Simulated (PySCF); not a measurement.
# BH2 (boron dihydride) at UMP2/STO-3G

Aim: the vertical ionisation energy of BH2 (boron dihydride) at UMP2/STO-3G, from 2 runs. 

The calculation is run with PySCF 2.14.0.

## Step 1: The structure to begin with

The species is BH2 (3 atoms), meant as a doublet with charge 0. As SMILES, `[BH2]`. The shape is that of a GFN2-xTB optimisation.

Bond lengths: B1–H2 1.159 Å, B1–H3 1.159 Å. Angles: H2–B1–H3 128.4°.

## Step 2: A single-point energy at UMP2/STO-3G

Contents of input.py:

```python
from pyscf import gto, mp

molecule = gto.Mole()
molecule.atom = '''
B      0.496696    -0.314129     0.243094
H      0.529161     1.861985     0.493181
H     -1.025857    -1.547856    -0.736294
'''
molecule.max_memory = 1860
molecule.verbose = 4
molecule.unit = 'bohr'
molecule.basis = 'sto-3g'
molecule.spin = 1
molecule.build()

myscf = molecule.UHF()
myscf.conv_tol = 1e-10
myscf.kernel()
if not myscf.converged:
    myscf = myscf.newton().run(myscf.mo_coeff, myscf.mo_occ)

pt = mp.MP2(myscf, frozen=1).run()
energy = pt.e_tot
print(f'total energy: {energy:.8f} hartree')
```

The run is started by

```sh
$ OMP_NUM_THREADS=1 python input.py
```

The log of the run:

```text
PySCF version 2.14.0

[INPUT] num. atoms = 3
[INPUT] num. electrons = 7
[INPUT] charge = 0
[INPUT] spin (= nelec alpha-beta = 2S) = 1
[INPUT] symmetry False subgroup None
[INPUT] Mole.unit = bohr
[INPUT] Symbol           X                Y                Z      unit          X                Y                Z       unit  Magmom
[INPUT]  1 B      0.262840203955  -0.166229908089   0.128639804911 AA    0.496696000000  -0.314129000000   0.243094000000 Bohr   0.0
[INPUT]  2 H      0.280019942108   0.985320029075   0.260980146059 AA    0.529161000000   1.861985000000   0.493181000000 Bohr   0.0
[INPUT]  3 H     -0.542860146063  -0.819090120986  -0.389630005337 AA   -1.025857000000  -1.547856000000  -0.736294000000 Bohr   0.0

nuclear repulsion = 4.81824332927891
number of shells = 5
number of NR pGTOs = 21
number of NR cGTOs = 7
basis = sto-3g
ecp = {}

[... 57 lines left out ...]
converged SCF energy = -25.4098570212327  <S^2> = 0.7517048  2S+1 = 2.0017041
[... 1 line left out ...]
******** <class 'pyscf.mp.ump2.UMP2'> ********
nocc = (np.int64(3), np.int64(2)), nmo = (6, 6)
frozen orbitals 1
E(UMP2) = -25.4330516620034  E_corr = -0.0231946407707216
E(SCS-UMP2) = -25.4373771740593  E_corr = -0.0275201528266653
E_corr(same-spin) = -0.000361633959462202
E_corr(oppo-spin) = -0.0228330068112594
total energy: -25.43305166 hartree
```

Wall time 0.58 s (1 thread of Arm Neoverse V2, shared host); peak memory 0.12 GiB.

## Step 3: The singlet cation at the same level

Contents of calc.py:

```python
from pyscf import gto, mp

system = gto.M(
    atom='''
B      0.496696    -0.314129     0.243094
H      0.529161     1.861985     0.493181
H     -1.025857    -1.547856    -0.736294
''',
    verbose=4,
    spin=0,
    unit='bohr',
    max_memory=1860,
    charge=1,
    basis='sto-3g',
)

mf = system.RHF()
mf.conv_tol = 1e-10
mf.kernel()
if not mf.converged:
    mf = mf.newton().run(mf.mo_coeff, mf.mo_occ)

pt = mp.MP2(mf, frozen=1).run()
etot = pt.e_tot
print('E = %.10f Eh' % etot)
```

The run is started by

```sh
$ OMP_NUM_THREADS=1 python calc.py
```

The log of the run:

```text
PySCF version 2.14.0

[INPUT] num. atoms = 3
[INPUT] num. electrons = 6
[INPUT] charge = 1
[INPUT] spin (= nelec alpha-beta = 2S) = 0
[INPUT] symmetry False subgroup None
[INPUT] Mole.unit = bohr
[INPUT] Symbol           X                Y                Z      unit          X                Y                Z       unit  Magmom
[INPUT]  1 B      0.262840203955  -0.166229908089   0.128639804911 AA    0.496696000000  -0.314129000000   0.243094000000 Bohr   0.0
[INPUT]  2 H      0.280019942108   0.985320029075   0.260980146059 AA    0.529161000000   1.861985000000   0.493181000000 Bohr   0.0
[INPUT]  3 H     -0.542860146063  -0.819090120986  -0.389630005337 AA   -1.025857000000  -1.547856000000  -0.736294000000 Bohr   0.0

nuclear repulsion = 4.81824332927891
number of shells = 5
number of NR pGTOs = 21
number of NR cGTOs = 7
basis = sto-3g
ecp = {}

******** <class 'pyscf.scf.hf.RHF'> ********
method = RHF
initial guess = minao
damping factor = 0
level_shift factor = 0
DIIS = <class 'pyscf.scf.diis.CDIIS'>
diis_start_cycle = 1
diis_space = 8
diis_damp = 0
SCF conv_tol = 1e-10
SCF conv_tol_grad = None
SCF max_cycles = 50
direct_scf = True
direct_scf_tol = 1e-13
Set gradient conv threshold to 1e-05
Initial guess from minao.
init E= -25.1536541693376
  HOMO = -0.342008886213283  LUMO = 0.0616083588653287  gap/eV = 10.98298
cycle= 1 E= -25.1025025868172  delta_E= 0.0512  |g|= 0.268  |ddm|= 1.67
  HOMO = -0.881715355692155  LUMO = -0.288390426989364  gap/eV = 16.14519
cycle= 2 E= -25.1350427172874  delta_E= -0.0325  |g|= 0.05  |ddm|= 0.429
  HOMO = -0.878585025277188  LUMO = -0.241860764433262  gap/eV = 17.32615
cycle= 3 E= -25.1367309836694  delta_E= -0.00169  |g|= 0.0123  |ddm|= 0.0927
  HOMO = -0.878228670110798  LUMO = -0.244734895191243  gap/eV = 17.23824
cycle= 4 E= -25.1368597704854  delta_E= -0.000129  |g|= 0.000995  |ddm|= 0.03
  HOMO = -0.87810806783855  LUMO = -0.245014747070142  gap/eV = 17.22735
cycle= 5 E= -25.1368604795932  delta_E= -7.09e-07  |g|= 7.43e-05  |ddm|= 0.00185
  HOMO = -0.878071296696862  LUMO = -0.244993353503988  gap/eV = 17.22693
cycle= 6 E= -25.1368604825272  delta_E= -2.93e-09  |g|= 1.35e-06  |ddm|= 0.000137
  HOMO = -0.878071989846334  LUMO = -0.244994754750798  gap/eV = 17.22691
cycle= 7 E= -25.1368604825283  delta_E= -1.04e-12  |g|= 1.23e-07  |ddm|= 2.39e-06
  HOMO = -0.878072077080877  LUMO = -0.24499486427286  gap/eV = 17.22691
Extra cycle  E= -25.1368604825283  delta_E= -2.13e-14  |g|= 2.96e-08  |ddm|= 1.99e-07
converged SCF energy = -25.1368604825283

******** <class 'pyscf.mp.mp2.RMP2'> ********
nocc = 2, nmo = 6
frozen orbitals 1
E(RMP2) = -25.1645424374301  E_corr = -0.0276819549018018
E(SCS-RMP2) = -25.1695457895911  E_corr = -0.0326853070628218
E_corr(same-spin) = -0.000615044791546634
E_corr(oppo-spin) = -0.0270669101102552
E = -25.1645424374 Eh
```

It took 0.56 s on 1 thread of Arm Neoverse V2, shared host; peak memory 0.12 GiB.

## Step 4: Summary of results

At UMP2/STO-3G, 1 core orbital frozen:

| quantity | value |
| --- | --- |
| doublet BH2: total energy | -25.43305 Eh |
| doublet BH2: dipole moment (Hartree–Fock density) | 0.14 D |
| doublet BH2: HOMO energy (Hartree–Fock orbitals) (highest over α and β) | -8.09 eV |
| doublet BH2: LUMO energy (Hartree–Fock orbitals) (lowest over α and β) | 6.52 eV |
| doublet BH2: correlation energy (1 core orbital frozen) | -23.2 mEh |
| doublet BH2: ⟨S²⟩ of the reference determinant | 0.752 |
| singlet cation: total energy | -25.16454 Eh |
| singlet cation: HOMO energy (Hartree–Fock orbitals) | -23.89 eV |
| singlet cation: LUMO energy (Hartree–Fock orbitals) | -6.67 eV |
| singlet cation: HOMO–LUMO gap (Hartree–Fock orbitals) | 17.23 eV |
| singlet cation: correlation energy (1 core orbital frozen) | -27.7 mEh |
| vertical ionisation energy (to the singlet cation) | 7.307 eV |

In words: Removing an electron at fixed nuclei costs 7.31 eV (168 kcal/mol). Only the singlet of the ionised species was computed; a triplet could lie lower. In a minimal basis such a difference can be off by several eV, whatever the method.
